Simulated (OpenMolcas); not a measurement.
**SiO (SMILES O=[Si]): a chain of runs**

Wanted: the energy (UHF/STO-3G), then a single-point energy (CASSCF(4,4)/STO-3G), then the energy (CASPT2(4,4)/STO-3G), then the energy (SC-NEVPT2(4,4)/STO-3G), then the energy (MRCI(4,4)/STO-3G) of SiO. 

The results are computed with OpenMolcas 26.06.

9 further runs of the same task are left out: 7 that didn't finish, 2 set aside as unsound or not needed.

## Step 1: The structure to begin with

The species is SiO (2 atoms), meant as a singlet with charge 0. SMILES: `O=[Si]`. The O1–Si2 distance was set to 3.017 Å, away from the relaxed value.

## Step 2: The energy at UHF/STO-3G (run 1)

File step1.input:

```
&gateway
baslib=$CurrDir
coord
2
angstrom
O       -1.922138       0.694514      -0.972019
Si       0.640700      -0.231500       0.324000
basis=STO-3G
group=NoSym
&seward
&scf
uhf
scramble=0.25
prorbitals=1 1
```

The basis set STO-3G is read from a file made from the Basis Set Exchange's data (not shown).

Run with:

```
$ export MOLCAS_MEM=1860
$ pymolcas step1.input > step1.log
```

The log of the run:

```text
--- Start Module: gateway ---
[...]
--- Stop Module: gateway /rc=_RC_ALL_IS_WELL_ ---
--- Start Module: seward ---
[...]
      Basis functions           14
--- Stop Module: seward /rc=_RC_ALL_IS_WELL_ ---
--- Start Module: scf ---
[...]
       Convergence after  45 Iterations
[...]
::    Total SCF energy                               -359.1980823725
[...]
      Total spin, S                                     0.9994088773
[...]
      Total electronic charge=   22.000000
      Total            charge=   -0.000000
[...]
      Dipole Moment (debye):
      Origin of the operator (angstrom)=   -0.2915    0.1053   -0.1474
                   X= -1.5797E-01               Y=  5.7245E-02               Z= -7.9971E-02           Total=  1.8609E-01
      Quadrupole Moment (debye*angstrom):
[...]
--- Stop Module: scf /rc=_RC_ALL_IS_WELL_ ---
[...]
```

Run time: 2.6 s. Hardware: 1 thread of Arm Neoverse V1, shared host; peak memory 0.37 GiB.

## Step 3: The energy at CASSCF(4,4)/STO-3G (run 2)

File step2.inp:

```
&gateway
 baslib
 $CurrDir
 coord
 2
 angstrom
 O       -1.922138       0.694514      -0.972019
 Si       0.640700      -0.231500       0.324000
 basis
 STO-3G
 group
 NoSym

&seward

&rasscf
 fileorb
 $CurrDir/step1.UnaOrb
 spin
 1
 nactel
 4 0 0
 inactive
 9
 ras2
 4
 orblisting
 Nothing
```

The basis set STO-3G is read from a file made from the Basis Set Exchange's data (not shown).

Run with:

```
$ export MOLCAS_MEM=1860
$ pymolcas step2.inp > step2.log
```

The log of the run:

```text
--- Start Module: gateway ---
[...]
--- Stop Module: gateway /rc=_RC_ALL_IS_WELL_ ---
--- Start Module: seward ---
[...]
      Basis functions           14
--- Stop Module: seward /rc=_RC_ALL_IS_WELL_ ---
--- Start Module: rasscf ---
[...]
      Number of active orbitals                  4
[...]
      Spin quantum number                      0.0
[...]
      Active orbitals                            4
[...]
      Number of CSFs                            20
[...]
      Number of root(s) required                 1
[...]
      Convergence after  4 iterations
[...]
      printout of CI-coefficients larger than  0.05 for root  1
      energy=    -359.273012
      conf/sym  1111     Coeff  Weight
             1  2200  -0.45462 0.20668
             6  2020   0.43258 0.18712
            10  udud   0.43222 0.18681
            14  0202   0.43258 0.18713
            15  uudd  -0.24833 0.06167
            20  0022  -0.41302 0.17059
      Natural orbitals and occupation numbers for root  1
      sym 1:   1.036094   1.036096   0.963904   0.963906
      ************************************************************************************************************************
      *                                                    Final results                                                     *
[...]
::    RASSCF root number  1 Total energy:   -359.27301156
[...]
      Total electronic charge=   22.000000
      Total            charge=   -0.000000
[...]
      Dipole Moment (debye):
      Origin of the operator (angstrom)=   -0.2915    0.1053   -0.1474
                   X= -1.5930E-01               Y=  5.7590E-02               Z= -8.0418E-02           Total=  1.8751E-01
      Quadrupole Moment (debye*angstrom):
[...]
--- Stop Module: rasscf /rc=_RC_ALL_IS_WELL_ ---
[...]
```

It took 1.7 s on 1 thread of Arm Neoverse V1, shared host; peak memory 0.37 GiB.

## Step 4: The energy at CASPT2(4,4)/STO-3G (run 3)

File step3.inp:

```
>>> EXPORT MOLCAS_PRINT=2

&GATEWAY
 BasLib=$CurrDir
 Coord
 2
 angstrom
 O       -1.922138       0.694514      -0.972019
 Si       0.640700      -0.231500       0.324000
 Basis=STO-3G
 Group=NoSym

&SEWARD

&RASSCF
 FileOrb=$CurrDir/step2.RasOrb
 Spin=1
 Nactel=4 0 0
 Inactive=9
 Ras2=4
 OrbListing=Nothing

&CASPT2
 Imaginary=0.1
 Frozen=6
```

The basis set STO-3G is read from a file made from the Basis Set Exchange's data (not shown).

Run with:

```
$ export MOLCAS_MEM=1860
$ pymolcas step3.inp > step3.log
```

The log of the run:

```text
--- Start Module: gateway ---

                                              &GATEWAY

                       available to each process: 1.9 GB of memory, 1 thread

 Basis Set     1 Label: O.STO-3G
 Basis set is read from library:.
 basistype.tbl is not found

 Basis Set     2 Label: SI.STO-3G
 Basis set is read from library:.
 basistype.tbl is not found

++    Symmetry information:
      ---------------------

                    Character Table for C1

                             E
                    a        1  x, y, xy, Rz, z, xz, Ry, yz, Rx, I
--

++    Basis set information:
      ----------------------

      Basis set label: O.STO-3G.........

[... 84 lines left out ...]
      Nuclear repulsion energy =   19.64137500
[... 85 lines left out ...]
      Note: transformation to natural orbitals
[... 4 lines left out ...]
      conf/sym  1111     Coeff  Weight
[... 14 lines left out ...]
++    Final optimization conditions:
[... 16 lines left out ...]
::    RASSCF root number  1 Total energy:   -359.27301156
[... 42 lines left out ...]
      Natural orbitals for root   1 are written to the RASORB.1 file
[... 53 lines left out ...]
      Imaginary shift                            0.10
[... 11 lines left out ...]
++ CASPT2 computation for group   1

********************************************************************************
 Multi-State initialization phase begins for group   1
--------------------------------------------------------------------------------
********************************************************************************
 Compute H0 matrices for state    1
--------------------------------------------------------------------------------
--------------------------------------------------------------------------------
 H0 matrices have been computed.

********************************************************************************
  CASPT2 EQUATION SOLUTION
--------------------------------------------------------------------------------
 Invalid disk address                    -8
 I/O error in DaFile_checkarg
 Unit =                    45

--- Stop Module: caspt2 /rc=-6 ---

.########################.
.# Non-zero return code #.
.########################.

    Timing: Wall=1.50 User=1.07 System=0.42
```

It took 1.8 s on 1 thread of Arm Neoverse V1, shared host; peak memory 0.37 GiB.

The run ended with an error.

## Step 5: The energy at SC-NEVPT2(4,4)/STO-3G (run 4)

File step4.input:

```
* OSi NEVPT2

&gateway
 baslib = $CurrDir
 coord
 2
 angstrom
 O       -1.922138       0.694514      -0.972019
 Si       0.640700      -0.231500       0.324000
 basis = STO-3G
 group = NoSym

&seward

&rasscf
 fileorb = $CurrDir/step2.RasOrb
 spin = 1
 nactel = 4 0 0
 inactive = 9
 ras2 = 4
 orblisting = Nothing

&caspt2
 sc-nevpt2
 frozen = 6
```

The basis set STO-3G is read from a file made from the Basis Set Exchange's data (not shown).

Run with:

```
$ export MOLCAS_MEM=1860
$ pymolcas step4.input > step4.log
```

The log of the run:

```text
--- Start Module: gateway ---
[...]
--- Stop Module: gateway /rc=_RC_ALL_IS_WELL_ ---
[...]
      Basis functions           14
[...]
--- Start Module: rasscf ---
[...]
      Number of active orbitals                  4
[...]
      Spin quantum number                      0.0
[...]
      Active orbitals                            4
[...]
      Number of CSFs                            20
[...]
      Number of root(s) required                 1
[...]
      Convergence after  4 iterations
[...]
      printout of CI-coefficients larger than  0.05 for root  1
      energy=    -359.273012
      conf/sym  1111     Coeff  Weight
             1  2200  -0.45462 0.20668
             6  2020   0.43258 0.18712
            10  udud   0.43222 0.18681
            14  0202   0.43258 0.18713
            15  uudd  -0.24833 0.06167
            20  0022  -0.41302 0.17059
      Natural orbitals and occupation numbers for root  1
      sym 1:   1.036094   1.036096   0.963904   0.963906
      ************************************************************************************************************************
      *                                                    Final results                                                     *
[...]
::    RASSCF root number  1 Total energy:   -359.27301156
[...]
      Total electronic charge=   22.000000
      Total            charge=   -0.000000
[...]
      Dipole Moment (debye):
      Origin of the operator (angstrom)=   -0.2915    0.1053   -0.1474
                   X= -1.5926E-01               Y=  5.7680E-02               Z= -8.0436E-02           Total=  1.8752E-01
      Quadrupole Moment (debye*angstrom):
[...]
--- Stop Module: rasscf /rc=_RC_ALL_IS_WELL_ ---
--- Start Module: caspt2 ---
[...]
 ###    WARNING: User changed nr of frozen orbitals.                         ###
 ###############################################################################
[...]
      E2 (Variational):          -0.0074713255
[...]
      E2 (Variational):          -0.0074689949
      Total energy:            -359.2804805560
[...]
      Reference weight:           0.99458
[...]
::    SC-NEVPT2 Root  1     Total energy:   -359.28048056
[...]
--- Stop Module: caspt2 /rc=_RC_ALL_IS_WELL_ ---
[...]
```

Run time: 1.8 s. Hardware: 1 thread of Arm Neoverse V1, shared host; peak memory 0.37 GiB.

## Step 6: A single-point energy at MRCI(4,4)/STO-3G (run 5)

File step5.input:

```
* OSi MRCI

&GATEWAY
 BasLib=$CurrDir
 Coord
 2
 angstrom
 O       -1.922138       0.694514      -0.972019
 Si       0.640700      -0.231500       0.324000
 Basis=STO-3G
 Group=NoSym

&SEWARD

&RASSCF
 FileOrb=$CurrDir/step2.RasOrb
 Spin=1
 Nactel=4 0 0
 Inactive=9
 Ras2=4
 OrbListing=Nothing

&MOTRA
 LumOrb
 Frozen=6

&GUGA
 Electrons=10
 Spin=1
 Inactive=3
 Active=4
 CIAll=1

&MRCI
 SDCI
```

The basis set STO-3G is read from a file made from the Basis Set Exchange's data (not shown).

Run with:

```
$ export MOLCAS_MEM=1860
$ pymolcas step5.input > step5.log
```

The log of the run:

```text
--- Start Module: gateway ---
[...]
--- Stop Module: gateway /rc=_RC_ALL_IS_WELL_ ---
[...]
      Basis functions           14
[...]
      Number of active orbitals                  4
[...]
      Spin quantum number                      0.0
[...]
      Active orbitals                            4
[...]
      Number of CSFs                            20
[...]
      Number of root(s) required                 1
[...]
      Convergence after  4 iterations
[...]
      printout of CI-coefficients larger than  0.05 for root  1
      energy=    -359.273012
      conf/sym  1111     Coeff  Weight
             1  2200  -0.45462 0.20668
             6  2020   0.43258 0.18712
            10  udud   0.43222 0.18681
            14  0202   0.43258 0.18713
            15  uudd  -0.24833 0.06167
            20  0022  -0.41302 0.17059
      Natural orbitals and occupation numbers for root  1
      sym 1:   1.036094   1.036096   0.963904   0.963906
      ************************************************************************************************************************
      *                                                    Final results                                                     *
[...]
::    RASSCF root number  1 Total energy:   -359.27301156
[...]
      Dipole Moment (debye):
      Origin of the operator (angstrom)=   -0.2915    0.1053   -0.1474
                   X= -1.5926E-01               Y=  5.7680E-02               Z= -8.0436E-02           Total=  1.8752E-01
      Quadrupole Moment (debye*angstrom):
[...]
      *** WARNING: Default frozen orbitals is overwritten by user input.
      *** Default values:   3
[...]
--- Start Module: guga ---
[...]
--- Stop Module: guga /rc=_RC_ALL_IS_WELL_ ---
--- Start Module: mrci ---
[...]
       (But an ACPF correction will be computed)
       USE THE DEFAULT ACPF G-VALUE GFAC=  0.20000000000000001
[...]
                      CI ENERGY:  -359.28723832
[...]
                ACPF CORRECTION:    -0.00089722
[...]
      Total electronic charge=   22.000000
      Total            charge=   -0.000000
[...]
     ACPF CORRECTION:     -0.00089722
[...]
  CI State   1     Total energy:   -359.28723832     QDav:     -0.00113949     QACPF:     -0.00089722
[...]
--- Stop Module: mrci /rc=_RC_ALL_IS_WELL_ ---
[...]
```

Wall time 2.2 s (1 thread of Arm Neoverse V1, shared host); peak memory 0.37 GiB.

## Step 7: Outcome

| quantity | value |
| --- | --- |
| run 1, UHF/STO-3G: total energy | -359.19808 Eh |
| run 1, UHF/STO-3G: dipole moment | 0.19 D |
| run 1, UHF/STO-3G: HOMO energy | -2.87 eV |
| run 1, UHF/STO-3G: LUMO energy | 8.07 eV |
| run 1, UHF/STO-3G: HOMO–LUMO gap | 10.94 eV |
| run 1, UHF/STO-3G: ⟨S²⟩ | 1.998 |
| run 2, CASSCF(4,4)/STO-3G: total energy | -359.27301 Eh |
| run 2, CASSCF(4,4)/STO-3G: dipole moment (CASSCF density) | 0.19 D |
| run 4, SC-NEVPT2(4,4)/STO-3G: total energy | -359.28048 Eh |
| run 4, SC-NEVPT2(4,4)/STO-3G: dipole moment (CASSCF density) | 0.19 D |
| run 5, MRCI(4,4)/STO-3G: total energy | -359.28724 Eh |
| run 5, MRCI(4,4)/STO-3G: dipole moment (CASSCF density) | 0.19 D |
| run 3, CASPT2(4,4)/STO-3G | no result (crashed) |

What this shows: ⟨S²⟩ (run 1, UHF/STO-3G) is 2.00 where a pure singlet has 0.00: the reference is spin-contaminated. The run (run 1, UHF/STO-3G) may have ended on a state above the lowest. 1 of the 5 runs did not end normally.
